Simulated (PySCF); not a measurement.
Compound: C-cyanomethanimine, C2H2N2.
SMILES: `[H]/N=C\C#N`

Theory: PBE0-D3(BJ)/def2-SVP geometry optimisation, gas phase in PySCF 2.14.0.

Masses are those of the commonest isotopes; rigid-rotor values at the optimised geometry. 

**Question.** What are A, B and C (cm⁻¹)?

**Answer.** Ia = 9.28, Ib = 99.54, Ic = 108.82 u·Å²; 505379 MHz·u·Å²/I gives 54458, 5077 and 4644 MHz, that is A = 1.81653, B = 0.16936, C = 0.15492 cm⁻¹.

**Question.** What kind of rotor is it?

**Answer.** A near-prolate asymmetric top: κ = (2 × 5077 − 54458 − 4644)/(54458 − 4644) = -0.98.

**Question.** What does the inertial defect say?

**Answer.** Planar: Δ = Ic − Ia − Ib = 0.00 u·Å². For a rigid frame Δ = −2 Σ m c², so it vanishes when all atoms lie in the ab plane; here none is more than 0.01 Å from it.

**Question.** Where do the levels up to J = 4 lie, in K?

**Answer.** Above 0(0,0), as E/k:
J = 1: 1(0,1) 0.467, 1(1,1) 2.836, 1(1,0) 2.857
J = 2: 2(0,2) 1.400, 2(1,2) 3.749, 2(1,1) 3.811, 2(2,1) 10.921, 2(2,0) 10.921
J = 3: 3(0,3) 2.799, 3(1,3) 5.117, 3(1,2) 5.242, 3(2,2) 12.321, 3(2,1) 12.321, 3(3,1) 24.222, 3(3,0) 24.222
J = 4: 4(0,4) 4.664, 4(1,4) 6.942, 4(1,3) 7.150, 4(2,3) 14.187, 4(2,2) 14.189, 4(3,2) 26.089, 4(3,1) 26.089, 4(4,1) 42.751, 4(4,0) 42.751

**Question.** Predict some low-J microwave lines.

**Answer.** The dipole components are |μa| = 1.24 D, |μb| = 0.36 D, |μc| = 0.00 D; the mirror of this Cs structure is the ab plane, so μc vanishes by symmetry and there are no c-type lines. The squared components, which scale the intensities, stand as 1.00 : 0.08 (a : b). Some lines, for components of 0.1 D or more:

```json
{"type": "a", "branch": "Q", "J(Ka,Kc)": "1(1,0) ← 1(1,1)", "MHz": "433", "lower level (cm⁻¹)": "1.971"}
{"type": "a", "branch": "Q", "J(Ka,Kc)": "2(1,1) ← 2(1,2)", "MHz": "1299", "lower level (cm⁻¹)": "2.606"}
{"type": "a", "branch": "R", "J(Ka,Kc)": "1(0,1) ← 0(0,0)", "MHz": "9722", "lower level (cm⁻¹)": "0.000"}
{"type": "a", "branch": "R", "J(Ka,Kc)": "2(1,2) ← 1(1,1)", "MHz": "19010", "lower level (cm⁻¹)": "1.971"}
{"type": "a", "branch": "R", "J(Ka,Kc)": "2(0,2) ← 1(0,1)", "MHz": "19441", "lower level (cm⁻¹)": "0.324"}
{"type": "a", "branch": "R", "J(Ka,Kc)": "2(1,1) ← 1(1,0)", "MHz": "19876", "lower level (cm⁻¹)": "1.986"}
{"type": "b", "branch": "Q", "J(Ka,Kc)": "1(1,0) ← 1(0,1)", "MHz": "49814", "lower level (cm⁻¹)": "0.324"}
{"type": "b", "branch": "Q", "J(Ka,Kc)": "2(1,1) ← 2(0,2)", "MHz": "50250", "lower level (cm⁻¹)": "0.973"}
{"type": "b", "branch": "R", "J(Ka,Kc)": "1(1,1) ← 0(0,0)", "MHz": "59103", "lower level (cm⁻¹)": "0.000"}
{"type": "b", "branch": "R", "J(Ka,Kc)": "2(1,2) ← 1(0,1)", "MHz": "68391", "lower level (cm⁻¹)": "0.324"}
{"type": "b", "branch": "Q", "J(Ka,Kc)": "2(2,0) ← 2(1,1)", "MHz": "148145", "lower level (cm⁻¹)": "2.649"}
{"type": "b", "branch": "Q", "J(Ka,Kc)": "2(2,1) ← 2(1,2)", "MHz": "149442", "lower level (cm⁻¹)": "2.606"}
{"type": "b", "branch": "R", "J(Ka,Kc)": "2(2,1) ← 1(1,0)", "MHz": "168019", "lower level (cm⁻¹)": "1.986"}
{"type": "b", "branch": "R", "J(Ka,Kc)": "2(2,0) ← 1(1,1)", "MHz": "168455", "lower level (cm⁻¹)": "1.971"}
```

No PBE0-D3(BJ)/def2-SVP frequencies stand behind this structure, so it isn't proved a minimum. These are rigid-rotor constants of the computed structure; measured ground-state constants (B0) also hold zero-point vibration. Quadrupole hyperfine structure (14N) is left out.
